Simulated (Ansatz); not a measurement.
The cluster Si2Cl, relaxed as a quartet with UKS r2SCAN-D4/def2-TZVP in Ansatz, starting from the r2SCAN-D4/def2-TZVP geometry of the neutral doublet. Force threshold 0.02 eV/Å.

The relaxation made no stability test and no search for a lower SCF solution. At r2SCAN-D4/def2-TZVP a doublet of charge 0 lies 0.18 eV below the quartet, each at its own geometry. The structure comes from a short search, and lower isomers may exist.

Start:

Cartesian coordinates in Å:
```
Si -0.024 0.017 -0.013
Si 1.551 -1.161 0.821
Cl -1.528 1.144 -0.808
```

```json
{"step": "1", "energy (eV)": "-28272.6186", "largest force component (eV/Å)": "3.012", "SCF passes": "22"}
{"step": "2", "energy (eV)": "-28273.0380", "largest force component (eV/Å)": "0.629", "SCF passes": "35"}
{"step": "3", "energy (eV)": "-28273.1129", "largest force component (eV/Å)": "0.837", "SCF passes": "33"}
{"step": "4", "energy (eV)": "-28273.4074", "largest force component (eV/Å)": "1.025", "SCF passes": "31"}
{"step": "5", "energy (eV)": "-28273.7075", "largest force component (eV/Å)": "1.172", "SCF passes": "29"}
{"step": "6", "energy (eV)": "-28273.9457", "largest force component (eV/Å)": "1.037", "SCF passes": "30"}
{"step": "7", "energy (eV)": "-28274.0480", "largest force component (eV/Å)": "0.745", "SCF passes": "33"}
{"step": "8", "energy (eV)": "-28274.0885", "largest force component (eV/Å)": "0.254", "SCF passes": "25"}
{"step": "9", "energy (eV)": "-28274.0925", "largest force component (eV/Å)": "0.088", "SCF passes": "26"}
{"step": "10", "energy (eV)": "-28274.0928", "largest force component (eV/Å)": "0.020", "SCF passes": "19"}
{"step": "11", "energy (eV)": "-28274.0928", "largest force component (eV/Å)": "0.001", "SCF passes": "19"}
```

Force components are those of the run's own axes.

End:

```csv
atom,x (Å),y (Å),z (Å)
Si1,-0.296,-0.577,-0.507
Si2,1.495,-0.723,0.965
Cl3,-1.199,1.299,-0.459
```

By distances, no bond broke or formed. The bond that changes most is Si1–Si2, from 2.14 to 2.32 Å (atoms count from 1).

No frequencies were taken in this run, so the end may be a saddle point.

Run time 21 s (4 threads of Arm Neoverse V1 on a shared host).
